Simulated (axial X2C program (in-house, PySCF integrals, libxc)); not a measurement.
Worked dissociation energy of NaN: r2SCAN0, with spin–orbit coupling

Calculated with an in-house all-electron X2C program for linear molecules (integrals from PySCF). Two-component (2c) means X2C with spin–orbit coupling and atomic mean-field two-electron Coulomb and Gaunt terms. Basis: Na dyall-cv3z [9s8p5d2f], N dyall-av3z [7s7p3d2f] (cores contracted in-house); Gaussian nuclei, density fitting, unrestricted open shells. Masses: Na 22.990 u, N 14.003 u.

Molecular state: Ω = 1 (⟨Sz⟩ = 1.00, ⟨Lz⟩ = 0.00 at r2SCAN0).

* E(Na) (2M_J = 1): -162.441861 hartree
* E(N) (2M_J = 3): -54.610751 hartree
* E(NaN) at Re: -217.085133 hartree
* ωe: 366.6 cm⁻¹
* ωexe: 4.96 cm⁻¹

Task: Work out De and D0.

Result: De = -162.441861 + (-54.610751) − (-217.085133) = 0.03252 hartree = 0.885 eV. The zero-point energy is ωe/2 − ωexe/4 = 182 cm⁻¹ = 0.023 eV, so D0 = 0.862 eV.

One determinant describes the state; a PBE0 search over occupations chose it and may have missed a lower one. De is counted from the lowest determinant-based energies of the atoms at the same level, without counterpoise correction. Density functionals use the spin component along the axis (collinear). With several unpaired electrons one determinant need not be a pure state. Open-shell Ω = 0 determinants with evenly filled partner blocks cannot be reached by this program, so the Ω shown need not be the lowest component. This is the Ω = 1 component of a π² triplet; the 0⁺ component is not one determinant and can lie lowest. The determinant is spin-polarised beyond a pure state at some levels (its spin-free form has ⟨S²⟩ too high), which makes Re and μ there less reliable.

Each atomic determinant is the lowest at this level and need not be a pure J level. Totals compare only within one Hamiltonian and basis.
